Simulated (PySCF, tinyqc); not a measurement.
Worked calculation (part 2 of 2): RHF in the sto-3g basis, for HF, spin multiplicity 1. The lowest restricted solution is unstable here: a spin-polarised one lies 0.0503 hartree lower (PySCF). Computed by tinyqc, a small Python program that keeps every step (integrals from PySCF). Command: `OMP_NUM_THREADS=1 python tinyqc.py 24611 24612 out.jsonl` (the two numbers bound the seeds that draw the settings). One thread of a shared host (Intel(R) Xeon(R) Processor @ 2.60GHz), about 0.07 s of CPU time with the checks.

Geometry (angstrom):
```
atom,x,y,z
F,0.000000,0.000000,0.000000
H,0.000000,0.000000,1.475000
```

## Iteration 4: diagonalisation and new density

extrapolated F (hartree):
```
,1F 1s,1F 2s,1F 2px,1F 2py,1F 2pz,2H 1s
1F 1s,-25.958513,-6.633271,-0.001072,0.002187,-0.010195,-0.384829
1F 2s,-6.633271,-3.028723,0.000282,-0.000576,-0.003120,-0.418065
1F 2px,-0.001072,0.000282,-0.481563,-0.005033,0.028980,-0.012791
1F 2py,0.002187,-0.000576,-0.005033,-0.473765,-0.059108,0.026089
1F 2pz,-0.010195,-0.003120,0.028980,-0.059108,-0.187513,-0.353348
2H 1s,-0.384829,-0.418065,-0.012791,0.026089,-0.353348,-0.192885
```

X:
```
,1F 1s,1F 2s,1F 2px,1F 2py,1F 2pz,2H 1s
1F 1s,1.022368,-0.124897,0.000000,0.000000,-0.001341,0.009375
1F 2s,-0.124897,1.034256,0.000000,0.000000,0.010922,-0.090726
1F 2px,0.000000,0.000000,1.000000,0.000000,0.000000,0.000000
1F 2py,0.000000,0.000000,0.000000,1.000000,0.000000,0.000000
1F 2pz,-0.001341,0.010922,0.000000,0.000000,1.009863,-0.082292
2H 1s,0.009375,-0.090726,0.000000,0.000000,-0.082292,1.021523
```

Diagonalise F' = X^T F X, C = X C', fill 5 alpha and 5 beta electrons from the bottom; D = 2 C_occ C_occ^T. Each column has its largest component positive (the first on a tie).

F' = X^T F X (hartree):
```
,1,2,3,4,5,6
1,-25.492380,-3.384205,-0.001290,0.002632,-0.020517,-0.008614
2,-3.384205,-1.862220,0.001903,-0.003882,0.038895,-0.208970
3,-0.001290,0.001903,-0.481563,-0.005033,0.030323,-0.015487
4,0.002632,-0.003882,-0.005033,-0.473765,-0.061848,0.031588
5,-0.020517,0.038895,0.030323,-0.061848,-0.133395,-0.340038
6,-0.008614,-0.208970,-0.015487,0.031588,-0.340038,-0.088977
```

orbital energies (hartree): MO1 -25.967562, MO2 -1.419032, MO3 -0.492770, MO4 -0.484031, MO5 -0.425369, MO6 0.256463

coefficients C:
```
,MO1,MO2,MO3,MO4,MO5,MO6
1F 1s,0.995083,-0.261391,0.012135,0.000000,0.031136,0.035945
1F 2s,0.019994,1.014933,-0.060182,0.000000,-0.157095,-0.186667
1F 2px,0.000040,0.000088,-0.388989,0.897890,0.201438,-0.043630
1F 2py,-0.000081,-0.000180,0.793398,0.440220,-0.410861,0.088990
1F 2pz,0.000672,0.007430,0.384199,0.000000,0.582844,-0.734401
2H 1s,-0.001888,0.067708,0.215127,0.000000,0.591129,0.811356
```

D after iteration 4:
```
,1F 1s,1F 2s,1F 2px,1F 2py,1F 2pz,2H 1s
1F 1s,2.119265,-0.502042,0.003137,-0.006397,0.043072,0.002878
1F 2s,-0.502042,2.117580,-0.016289,0.033223,-0.214259,-0.074259
1F 2px,0.003137,-0.016289,1.996193,0.007765,-0.064084,0.070799
1F 2py,-0.006397,0.033223,0.007765,1.984162,0.130708,-0.144405
1F 2pz,0.043072,-0.214259,-0.064084,0.130708,0.974743,0.855379
2H 1s,0.002878,-0.074259,0.070799,-0.144405,0.855379,0.800603
```

## Iteration 11 (converged): orbitals

converged F (hartree):
```
,1F 1s,1F 2s,1F 2px,1F 2py,1F 2pz,2H 1s
1F 1s,-25.925105,-6.626548,0.000000,0.000000,-0.010787,-0.384257
1F 2s,-6.626548,-3.011095,0.000000,0.000000,-0.004125,-0.415566
1F 2px,0.000000,0.000000,-0.465822,0.000000,0.000000,0.000000
1F 2py,0.000000,0.000000,0.000000,-0.465822,0.000000,0.000000
1F 2pz,-0.010787,-0.004125,0.000000,0.000000,-0.168479,-0.337391
2H 1s,-0.384257,-0.415566,0.000000,0.000000,-0.337391,-0.192673
```

As before.

F' = X^T F X (hartree):
```
,1,2,3,4,5,6
1,-25.458896,-3.383537,0.000000,0.000000,-0.020890,-0.008440
2,-3.383537,-1.845085,0.000000,0.000000,0.036632,-0.207593
3,0.000000,0.000000,-0.465822,0.000000,0.000000,0.000000
4,0.000000,0.000000,0.000000,-0.465822,0.000000,0.000000
5,-0.020890,0.036632,0.000000,0.000000,-0.116658,-0.324952
6,-0.008440,-0.207593,0.000000,0.000000,-0.324952,-0.091640
```

orbital energies (hartree): MO1 -25.934210, MO2 -1.401832, MO3 -0.465822, MO4 -0.465822, MO5 -0.416423, MO6 0.240186

coefficients C:
```
,MO1,MO2,MO3,MO4,MO5,MO6
1F 1s,0.995066,-0.261392,0.000000,0.000000,0.033777,0.036090
1F 2s,0.020063,1.014614,0.000000,0.000000,-0.169701,-0.187060
1F 2px,0.000000,0.000000,-0.471382,0.881929,0.000000,0.000000
1F 2py,0.000000,0.000000,0.881929,0.471382,0.000000,0.000000
1F 2pz,0.000700,0.007522,0.000000,0.000000,0.688229,-0.743640
2H 1s,-0.001908,0.068983,0.000000,0.000000,0.630363,0.810235
```

D after iteration 11:
```
,1F 1s,1F 2s,1F 2px,1F 2py,1F 2pz,2H 1s
1F 1s,2.119244,-0.501959,0.000000,0.000000,0.043953,0.002723
1F 2s,-0.501959,2.117286,0.000000,0.000000,-0.218293,-0.074040
1F 2px,0.000000,0.000000,2.000000,0.000000,0.000000,0.000000
1F 2py,0.000000,0.000000,0.000000,2.000000,0.000000,0.000000
1F 2pz,0.043953,-0.218293,0.000000,0.000000,0.947432,0.868703
2H 1s,0.002723,-0.074040,0.000000,0.000000,0.868703,0.804240
```

Within a degenerate level the vectors are fixed only up to a rotation; this is one choice.

## Convergence

Stop when the energy changes by less than 1e-08 hartree and every element of the error matrix X^T (F D S - S D F) X is below 3e-05.

Course of the cycle:
```
iteration,E (hartree),change,largest element of the error matrix
1,-93.78823662,-,9.18e+00
2,-97.93180598,-4.14e+00,3.15e-01
3,-98.33788118,-4.06e-01,2.89e-01
4,-98.41430156,-7.64e-02,3.96e-02
5,-98.42029464,-5.99e-03,2.37e-02
6,-98.42267638,-2.38e-03,1.46e-02
7,-98.42397518,-1.30e-03,2.67e-03
8,-98.42401375,-3.86e-05,1.64e-03
9,-98.42401572,-1.97e-06,2.64e-04
10,-98.42401576,-4.33e-08,1.48e-06
11,-98.42401576,-1.39e-11,3.12e-07
```

PySCF RHF in the same basis = -98.42401576 hartree

Converged in 11 iterations.

## Populations, bond orders and dipole

overlap S:
```
,1F 1s,1F 2s,1F 2px,1F 2py,1F 2pz,2H 1s
1F 1s,1.000000,0.237990,0.000000,0.000000,0.000000,0.013487
1F 2s,0.237990,1.000000,0.000000,0.000000,0.000000,0.171263
1F 2px,0.000000,0.000000,1.000000,0.000000,0.000000,0.000000
1F 2py,0.000000,0.000000,0.000000,1.000000,0.000000,0.000000
1F 2pz,0.000000,0.000000,0.000000,0.000000,1.000000,0.158862
2H 1s,0.013487,0.171263,0.000000,0.000000,0.158862,1.000000
```

Mulliken: Z minus the diagonal of D S on the atom; Loewdin: the same with S^(1/2) D S^(1/2); Mayer order: 2 sum_s sum (D(s) S)_ij (D(s) S)_ji over the two atoms.

Charges (e):
```
atom,Mulliken,Loewdin
1F,-0.070400,-0.062870
2H,0.070400,0.062870
```

Mayer bond orders:
```
pair,order
2-1,0.995044
```

dipole moment about the origin, x y z (debye): 0.000000  0.000000  0.898060
